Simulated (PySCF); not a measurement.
# PBE/STO-3G run of H3PO (SMILES O=[PH3])

Aim: the energy change on altering one bond length of H3PO at PBE/STO-3G, from 2 runs. 

The results are computed with PySCF 2.14.0.

8 further runs of the same task are left out: 8 set aside as unsound or not needed.

## (1) The system as given

The species is H3PO (5 atoms), meant as a singlet with charge 0. As SMILES, `O=[PH3]`. The coordinates come from a GFN2-xTB relaxation.

Bond lengths: O1–P2 1.453 Å, P2–H3 1.388 Å, P2–H4 1.387 Å, P2–H5 1.387 Å. Angles: O1–P2–H3 115.2°, O1–P2–H4 115.3°, O1–P2–H5 115.2°, H3–P2–H4 103.2°, H3–P2–H5 103.0°, H4–P2–H5 103.2°.

## (2) The energy at PBE/STO-3G

start.xyz

```xyz
5
H3OP
O     -1.381960    -0.328270     0.532950
P     -0.058510    -0.014650     0.022530
H      0.807060     0.564860     0.939400
H      0.663660    -1.098320    -0.454890
H     -0.030250     0.876380    -1.039990
```

job.py

```python
# O=[PH3]
from pyscf import gto, dft

mol = gto.Mole()
mol.atom = 'start.xyz'
mol.verbose = 4
mol.max_memory = 1860
mol.basis = 'sto-3g'
mol.build()

mf = dft.RKS(mol, xc='pbe')
mf.conv_tol = 1e-10
mf.grids.level = 5
mf.kernel()
if not mf.converged:
    mf = mf.newton().run(mf.mo_coeff, mf.mo_occ)

energy = mf.e_tot
print('E = %.10f Eh' % energy)
```

Started as:

```
$ OMP_NUM_THREADS=1 python job.py
```

The program printed:

```text
PySCF version 2.14.0

[INPUT] num. atoms = 5
[INPUT] num. electrons = 26
[INPUT] charge = 0
[INPUT] spin (= nelec alpha-beta = 2S) = 0
[INPUT] symmetry False subgroup None
[INPUT] Mole.unit = angstrom
[INPUT] Symbol           X                Y                Z      unit          X                Y                Z       unit  Magmom
[INPUT]  1 O     -1.381960000000  -0.328270000000   0.532950000000 AA   -2.611525915104  -0.620340394911   1.007129538087 Bohr   0.0
[INPUT]  2 P     -0.058510000000  -0.014650000000   0.022530000000 AA   -0.110567875548  -0.027684487725   0.042575529586 Bohr   0.0
[INPUT]  3 H      0.807060000000   0.564860000000   0.939400000000 AA    1.525122366091   1.067430698722   1.775208721416 Bohr   0.0
[INPUT]  4 H      0.663660000000  -1.098320000000  -0.454890000000 AA    1.254135639829  -2.075523997132  -0.859617516803 Bohr   0.0
[INPUT]  5 H     -0.030250000000   0.876380000000  -1.039990000000 AA   -0.057164215268   1.656118181046  -1.965296272286 Bohr   0.0

nuclear repulsion = 66.9030014571881
number of shells = 11
number of NR pGTOs = 51
number of NR cGTOs = 17
basis = sto-3g
ecp = {}

******** <class 'pyscf.dft.rks.RKS'> ********
method = RKS
initial guess = minao
damping factor = 0
level_shift factor = 0
DIIS = <class 'pyscf.scf.diis.CDIIS'>
diis_start_cycle = 1
diis_space = 8
diis_damp = 0
SCF conv_tol = 1e-10
SCF conv_tol_grad = None
SCF max_cycles = 50
direct_scf = True
direct_scf_tol = 1e-13
XC library pyscf.dft.libxc version 7.0.0
    S. Lehtola, C. Steigemann, M. J.T. Oliveira, and M. A.L. Marques.,  SoftwareX 7, 1–5 (2018)
XC functionals = pbe
    J. P. Perdew, K. Burke, and M. Ernzerhof.,  Phys. Rev. Lett. 77, 3865 (1996)
    J. P. Perdew, K. Burke, and M. Ernzerhof.,  Phys. Rev. Lett. 78, 1396 (1997)
    J. P. Perdew, K. Burke, and M. Ernzerhof.,  Phys. Rev. Lett. 77, 3865 (1996)
    J. P. Perdew, K. Burke, and M. Ernzerhof.,  Phys. Rev. Lett. 78, 1396 (1997)
radial grids:
    Treutler-Ahlrichs [JCP 102, 346 (1995); DOI:10.1063/1.469408] (M4) radial grids

becke partition: Becke, JCP 88, 2547 (1988); DOI:10.1063/1.454033
pruning grids: <function nwchem_prune>
grids dens level: 5
symmetrized grids: False
atomic radii adjust function: <function treutler_atomic_radii_adjust>
small_rho_cutoff = 0
Set gradient conv threshold to 1e-05
Initial guess from minao.
tot grids = 157192
init E= -413.330246554193
  HOMO = -0.312490931080666  LUMO = 0.155818136928816  gap/eV = 12.74334
cycle= 1 E= -412.796289955078  delta_E= 0.534  |g|= 0.758  |ddm|= 2.63
  HOMO = 0.0798197796704456  LUMO = 0.155025006912411  gap/eV = 2.04644
cycle= 2 E= -408.485660339985  delta_E= 4.31  |g|=  3.6  |ddm|= 7.08
  HOMO = -0.0218859614432119  LUMO = 0.239501810289497  gap/eV = 7.11272
cycle= 3 E= -413.036510283125  delta_E= -4.55  |g|= 0.311  |ddm|= 5.71
  HOMO = -0.0300556521460919  LUMO = 0.237956048948311  gap/eV = 7.29297
cycle= 4 E= -413.057588845996  delta_E= -0.0211  |g|= 0.151  |ddm|= 0.273
  HOMO = -0.0402741318459984  LUMO = 0.237892874969634  gap/eV = 7.56931
cycle= 5 E= -413.062811133452  delta_E= -0.00522  |g|= 0.0853  |ddm|= 0.124
  HOMO = -0.049557683141827  LUMO = 0.240419673526799  gap/eV = 7.89069
cycle= 6 E= -413.065136961649  delta_E= -0.00233  |g|= 0.0013  |ddm|= 0.141
  HOMO = -0.0493818434937728  LUMO = 0.240356868669202  gap/eV = 7.88419
cycle= 7 E= -413.065137594969  delta_E= -6.33e-07  |g|= 9.93e-05  |ddm|= 0.00264
  HOMO = -0.0493853388013188  LUMO = 0.240362309421217  gap/eV = 7.88444
cycle= 8 E= -413.065137598255  delta_E= -3.29e-09  |g|= 1.26e-05  |ddm|= 0.000182
  HOMO = -0.0493859202848529  LUMO = 0.24036273726147  gap/eV = 7.88446
cycle= 9 E= -413.065137598331  delta_E= -7.51e-11  |g|= 2.16e-06  |ddm|= 3.38e-05
  HOMO = -0.0493869408440974  LUMO = 0.240362955746775  gap/eV = 7.88450
Extra cycle  E= -413.065137598322  delta_E= 8.75e-12  |g|= 5.42e-06  |ddm|= 1.29e-05
converged SCF energy = -413.065137598322
E = -413.0651375983 Eh
```

Wall time 2.5 s (1 thread of Arm Neoverse V2, shared host); peak memory 0.19 GiB.

## (3) The distorted shape at the same level

calc.py

```python
from pyscf import gto, dft

molecule = gto.Mole()
molecule.atom = '''
O     -3.862030    -0.916674     1.489416
P     -0.110568    -0.027684     0.042576
H      1.525122     1.067431     1.775209
H      1.254136    -2.075524    -0.859618
H     -0.057164     1.656118    -1.965296
'''
molecule.unit = 'bohr'
molecule.verbose = 3
molecule.basis = 'sto-3g'
molecule.max_memory = 1860
molecule.spin = 0
molecule.build()

ks = dft.RKS(molecule, xc='pbe')
ks.grids.level = 5
ks.conv_tol = 1e-10
ks.kernel()
if not ks.converged:
    ks = ks.newton().run(ks.mo_coeff, ks.mo_occ)

e_final = ks.e_tot
print('E = %.10f Eh' % e_final)
```

Started as:

```
$ OMP_NUM_THREADS=1 python calc.py
```

The program printed:

```text
converged SCF energy = -412.988309093723
E = -412.9883090937 Eh
```

Run time: 3.3 s. Hardware: 1 thread of Arm Neoverse V2, shared host; peak memory 0.19 GiB.

## (4) Summary of results

At PBE/STO-3G:

| quantity | value |
| --- | --- |
| first shape: total energy | -413.06514 Eh |
| first shape: dipole moment | 2.52 D |
| first shape: HOMO energy | -1.34 eV |
| first shape: LUMO energy | 6.54 eV |
| first shape: HOMO–LUMO gap | 7.88 eV |
| distorted shape: total energy | -412.98831 Eh |
| distorted shape: dipole moment | 3.85 D |
| energy change with the O1–P2 bond stretched from 1.453 to 2.179 Å | 2.091 eV |

In words: With the O1–P2 bond stretched from 1.453 to 2.179 Å the energy rises by 2.09 eV (202 kJ/mol). The first shape isn't relaxed at this level, so the change isn't measured from a minimum. A restricted reference can't describe the breaking bond well at this length. The minimal basis adds a large error of its own. Mulliken charges (distorted shape) run from -0.28 on O1 to +0.38 on P2; they depend strongly on the basis.
